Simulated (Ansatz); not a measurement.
# triplet AlH3S: levels of theory compared

Aim: a comparison of 4 runs (UB3LYP/def2-TZVP, UCAM-B3LYP/def2-TZVP, UPBE/def2-TZVP, USVWN5/def2-TZVP) of triplet AlH3S. 

The calculation is run with Ansatz 0.2.0.

48 further runs of the same task are left out: 48 set aside as unsound or not needed.

## (1) The molecule

AlH3S: 5 atoms, total charge 0, spin state triplet. SMILES of the parent species: `[AlH2][SH]`. The coordinates come from a PBE0-D4/def2-TZVP relaxation. That shape belongs to the parent species and isn't relaxed for this state.

Bond lengths: Al1–S2 2.181 Å, Al1–H3 1.579 Å, Al1–H4 1.581 Å, S2–H5 1.344 Å. Angles: Al1–S2–H5 93.7°, S2–Al1–H3 116.5°, S2–Al1–H4 118.9°, H3–Al1–H4 124.6°.

## (2) The energy at UB3LYP/def2-TZVP (run 1)

in.yaml reads:

```yaml
crystal:
  periodic: [false, false, false]
  atoms:
    - {symbol: Al, position_ang: [-0.616100, -0.064200, -0.181700]}
    - {symbol: S, position_ang: [1.129100, -0.343100, 1.096600]}
    - {symbol: H, position_ang: [-1.981700, -0.650100, 0.351100]}
    - {symbol: H, position_ang: [-0.441100, 0.696000, -1.556400]}
    - {symbol: H, position_ang: [1.959700, 0.287800, 0.249000]}
basis:
  gaussian: {orbitals: def2-TZVP}
hamiltonian: {xc: {name: B3LYP}}
magnetization: {spin_polarized: true, initial_magnetization: 2}
output: {orbitals: {seedname: orbitals}}
accuracy: high
```

Launch:

```
$ ansatz run in.yaml --threads 1 --pin off --max-ram 3480MiB --events-out events.jsonl --progress --plain --runs-dir runs
```

Output:

```text
Warning: RAYON_NUM_THREADS=1 ignored (pool sized by the plan → 1); use --threads N
Functional definition: B3LYP
  name "B3LYP"
  parameter a0 = 0.2
  parameter ax = 0.72
  parameter ac = 0.81
  exchange = (1 - a0 - ax)*slater_x + ax*b88_x + a0*exact_x
  correlation = (1 - ac)*vwn_rpa_c + ac*lyp_c
1572 factors; integrals over basis functions are off by at most 3.5e-9 eV
mean field evaluation 1: about -17477.3082 eV, gradient 1.1e1 eV
mean field evaluation 2: about -17472.7978 eV, gradient 2.4e1 eV
mean field evaluation 4: about -17478.4730 eV, gradient 3.6e0 eV
mean field evaluation 8: about -17478.6742 eV, gradient 6.3e-1 eV
mean field evaluation 16: about -17478.6785 eV, gradient 5.2e-3 eV
mean field evaluation 32: about -17478.7589 eV, gradient 2.6e-8 eV
mean field evaluation 64: about -17478.3044 eV, gradient 3.4e0 eV
mean field -17478.75890039 eV, -642.3325420609 hartree, gradient 4.3e-8 eV, S^2 2.005172; 12 other end points of the search recorded, 0 dependent functions left out
reference -17478.75893506 eV, -642.3325433351 hartree; 17, 15 occupied and 75, 77 virtual orbitals, 1572 factors
Total energy: -17478.75893506 eV, -642.3325433351 hartree
```

Wall time 34 s (1 thread of Arm Neoverse V1, shared host); peak memory 0.31 GiB.

## (3) A single-point energy at UCAM-B3LYP/def2-TZVP (run 2)

molecule.yaml reads:

```yaml
crystal:
  periodic: [false, false, false]
  atoms:
    - symbol: Al
      position_ang: [-0.616100, -0.064200, -0.181700]
    - symbol: S
      position_ang: [1.129100, -0.343100, 1.096600]
    - symbol: H
      position_ang: [-1.981700, -0.650100, 0.351100]
    - symbol: H
      position_ang: [-0.441100, 0.696000, -1.556400]
    - symbol: H
      position_ang: [1.959700, 0.287800, 0.249000]
basis:
  gaussian:
    orbitals: def2-TZVP
magnetization:
  spin_polarized: true
  initial_magnetization: 2
hamiltonian:
  xc: {name: CAM-B3LYP}
accuracy: high
output:
  orbitals: {seedname: orbitals}
```

Launch:

```
$ ansatz run molecule.yaml --threads 1 --pin off --max-ram 3480MiB --events-out events.jsonl --progress --plain --runs-dir runs
```

Output, cut to the lines that bear on the results:

```text
Warning: RAYON_NUM_THREADS=1 ignored (pool sized by the plan → 1); use --threads N
Functional definition: CAM-B3LYP
  name "CAM-B3LYP"
[...]
1572 factors; integrals over basis functions are off by at most 3.5e-9 eV
373 factors; integrals over basis functions are off by at most 1.8e-9 eV
[...]
mean field -17477.77488383 eV, -642.2963801193 hartree, gradient 9.9e-8 eV, S^2 2.010155; 6 other end points of the search recorded, 0 dependent functions left out
reference -17477.77490052 eV, -642.2963807329 hartree; 17, 15 occupied and 75, 77 virtual orbitals, 1572 factors
Total energy: -17477.77490052 eV, -642.2963807329 hartree
```

Run time: 26 s. Hardware: 1 thread of Arm Neoverse V1, shared host; peak memory 0.36 GiB.

## (4) The energy at UPBE/def2-TZVP (run 3)

job.yaml reads:

```yaml
crystal:
  periodic: [false, false, false]
  atoms:
    - {symbol: Al, position_ang: [-0.616100, -0.064200, -0.181700]}
    - {symbol: S, position_ang: [1.129100, -0.343100, 1.096600]}
    - {symbol: H, position_ang: [-1.981700, -0.650100, 0.351100]}
    - {symbol: H, position_ang: [-0.441100, 0.696000, -1.556400]}
    - {symbol: H, position_ang: [1.959700, 0.287800, 0.249000]}
basis:
  gaussian: {orbitals: def2-TZVP}
magnetization: {spin_polarized: true, initial_magnetization: 2}
hamiltonian: {xc: pbe}
accuracy: high
output: {orbitals: {seedname: orbitals}}
```

Launch:

```
$ ansatz run job.yaml --threads 1 --pin off --max-ram 3480MiB --events-out events.jsonl --progress --plain --runs-dir runs
```

Output, cut to the lines that bear on the results:

```text
Warning: RAYON_NUM_THREADS=1 ignored (pool sized by the plan → 1); use --threads N
Functional definition: PBE
  name "PBE"
[...]
1572 factors; integrals over basis functions are off by at most 3.5e-9 eV
[...]
mean field -17469.24528424 eV, -641.9829231160 hartree, gradient 6.9e-8 eV, S^2 2.003631; 12 other end points of the search recorded, 0 dependent functions left out
reference -17469.24528771 eV, -641.9829232437 hartree; 17, 15 occupied and 75, 77 virtual orbitals, 1572 factors
Total energy: -17469.24528771 eV, -641.9829232437 hartree
```

Run time: 24 s. Hardware: 1 thread of Arm Neoverse V1, shared host; peak memory 0.25 GiB.

## (5) A single-point energy at USVWN5/def2-TZVP (run 4)

molecule.yaml reads:

```yaml
crystal:
  periodic: [false, false, false]
  atoms:
    - {symbol: Al, position_ang: [-0.616100, -0.064200, -0.181700]}
    - {symbol: S, position_ang: [1.129100, -0.343100, 1.096600]}
    - {symbol: H, position_ang: [-1.981700, -0.650100, 0.351100]}
    - {symbol: H, position_ang: [-0.441100, 0.696000, -1.556400]}
    - {symbol: H, position_ang: [1.959700, 0.287800, 0.249000]}
basis:
  gaussian:
    orbitals: def2-TZVP
total_charge: 0
magnetization:
  spin_polarized: true
  initial_magnetization: 2
hamiltonian:
  xc: {name: SVWN5}
accuracy: high
output:
  orbitals: {seedname: orbitals}
```

Launch:

```
$ ansatz run molecule.yaml --threads 1 --pin off --max-ram 3480MiB --events-out events.jsonl --progress --plain --runs-dir runs
```

Output:

```text
Warning: RAYON_NUM_THREADS=1 ignored (pool sized by the plan → 1); use --threads N
Functional definition: SVWN5
  name "SVWN5"
  exchange = slater_x
  correlation = vwn5_c
1572 factors; integrals over basis functions are off by at most 3.5e-9 eV
mean field evaluation 1: about -17408.9041 eV, gradient 1.3e1 eV
mean field evaluation 2: about -17394.9272 eV, gradient 3.6e1 eV
mean field evaluation 4: about -17409.6367 eV, gradient 1.1e1 eV
mean field evaluation 8: about -17409.9851 eV, gradient 8.7e0 eV
mean field evaluation 16: about -17411.1834 eV, gradient 5.6e-4 eV
mean field evaluation 32: about -17410.5208 eV, gradient 5.2e0 eV
mean field evaluation 64: about -17408.4831 eV, gradient 1.0e1 eV
mean field evaluation 96: about -17410.5293 eV, gradient 4.3e-1 eV
mean field -17411.18345118 eV, -639.8491901068 hartree, gradient 4.8e-8 eV, S^2 2.001713; 12 other end points of the search recorded, 0 dependent functions left out
reference -17411.18345421 eV, -639.8491902181 hartree; 17, 15 occupied and 75, 77 virtual orbitals, 1572 factors
Total energy: -17411.18345421 eV, -639.8491902181 hartree
```

It took 12 s on 1 thread of Arm Neoverse V1, shared host; peak memory 0.23 GiB.

## (6) The series

| run | level | energy (Eh) | HOMO energy (eV) | ⟨S²⟩ | wall time |
| --- | --- | --- | --- | --- | --- |
| 1 | UB3LYP/def2-TZVP | -642.332543 | -3.19 | 2.005 | 34 s |
| 2 | UCAM-B3LYP/def2-TZVP | -642.296381 | -4.25 | 2.010 | 26 s |
| 3 | UPBE/def2-TZVP | -641.982923 | -2.81 | 2.004 | 24 s |
| 4 | USVWN5/def2-TZVP | -639.849190 | -2.83 | 2.002 | 12 s |

## (7) Summary of results

| quantity | value |
| --- | --- |
| run 4: total energy | -639.84919 Eh |
| run 4: HOMO energy (highest over α and β) | -2.83 eV |
| run 4: ⟨S²⟩ | 2.002 |

In words: Totals of different functionals can't be ranked against each other. All runs together took 97 s, the longest 34 s.
